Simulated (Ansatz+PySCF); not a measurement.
Results of a calculation; reference values are marked as such.
A run of Ansatz (development build ahead of 0.2.0) on triplet B₂ at this shape:

```xyz
2

B     0.0000    0.0000   -1.8098
B     0.0000    0.0000    1.8098
```

Its results:

| Quantity | Value |
| --- | --- |
| Converged | yes |
| Reference energy | -49.04093 hartree |
| Correlation energy | -0.04657 hartree |
| Total energy | -49.08750 hartree |
| Spin squared of the determinant | 2.002 |
| Stability test | minimum |

Forces (eV/Å):
| atom | Fx | Fy | Fz |
| --- | --- | --- | --- |
| B1 | 0.000 | 0.000 | 0.089 |
| B2 | 0.000 | 0.000 | -0.089 |

Task: Which input gives this output? Name the method, the orbitals and the basis set, and write the input.

Result: UHF-MP2 in 6-31G.

```yaml
crystal:
  periodic: [false, false, false]
  atoms:
    - { symbol: B, position_ang: [0.0, 0.0, -1.80978] }
    - { symbol: B, position_ang: [0.0, 0.0, 1.80978] }
basis:
  gaussian: { orbitals: "6-31G" }
magnetization:
  spin_polarized: true
  initial_magnetization: 2
hamiltonian:
  xc: hf
correlation:
  method: mp2
  frozen_orbitals: { B: 1 }
output:
  forces: true
```

Caution: bonds are stretched, where a single reference can fail.
